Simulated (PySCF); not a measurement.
System: methylsilane, CH6Si, net charge 0, singlet state. 
Geometry from a B3LYP-D3(BJ)/def2-TZVP (Ansatz) optimisation:
```xyz
8

C      0.0034    -0.0064    -1.2421
Si    -0.0017     0.0033     0.6340
H      0.0118    -1.0282    -1.6256
H     -0.8824     0.4951    -1.6359
H      0.8840     0.5079    -1.6311
H     -0.0132     1.3943     1.1492
H     -1.2005    -0.6969     1.1567
H      1.2042    -0.6795     1.1632
```

Dispersion corrections to the total energy (kcal/mol) from the dftd3 and dftd4 libraries through PySCF: D3(BJ) without and D4 with the three-body term, each with the damping fitted for the functional named.

| functional | D3(BJ) | D4 |
|---|---|---|
| r2SCAN | ___ | -0.55 |
| BP86 | -4.12 | -3.04 |
| revPBE | -6.80 | -7.99 |
| LC-wPBE | ___ | -2.60 |
| TPSSh | -2.99 | -2.87 |
| HSE06 | -1.64 | -1.79 |
| B2PLYP | ___ | -1.62 |

Problem. What belongs in the gaps?

Solution. 
- r2SCAN, D3(BJ): -0.69
- LC-wPBE, D3(BJ): -2.41
- B2PLYP, D3(BJ): -2.13
